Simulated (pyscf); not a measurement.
Optimised with ωB97X-D3(BJ)/def2-SVP in PySCF. MP2 and CC: frozen core, UHF for open shells. ΔMP2 is the change of the MP2 total energy from the triple- to the quadruple-zeta basis.

SMILES: C1C[SiH2]1
```xyz
9

C      0.2554     1.3319    -0.7423
C     -0.3269     0.0492    -0.0963
Si     1.3413     0.5519     0.5466
H      0.5369     1.2584    -1.7991
H     -0.2629     2.2699    -0.5120
H     -0.4093    -0.8279    -0.7486
H     -1.2106     0.1829     0.5381
H      2.5422    -0.2068     0.1235
H      1.4451     1.1795     1.8854
```

### Question
How much does it cost (ΔH, 298 K, CCSD(T)/def2-TZVPP + ΔMP2(QZVPP)) to split C₂H₆Si (SMILES C1C[SiH2]1) at its H–Si bond into cyclic C₂H₅Si (SMILES C1C[SiH]1) [doublet] + H•?

### Answer
H–Si to cyclic C₂H₅Si (SMILES C1C[SiH]1) [doublet] + H•: 384.1 kJ/mol. cyclic C₂H₆Si (SMILES C1C[SiH2]1) lies 31.0 kJ/mol over its isomer H₂C=CH–SiH₃ (electronic energy, ωB97M-D3(BJ)/def2-TZVP). cyclic C₂H₅Si (SMILES C1C[SiH]1) [doublet] lies 37.1 kJ/mol over its isomer H₂C=CH–SiH₂• (electronic energy, ωB97M-D3(BJ)/def2-TZVP). The CCSD(T) − MP2 part came from Ansatz, without density fitting, on the same reference.
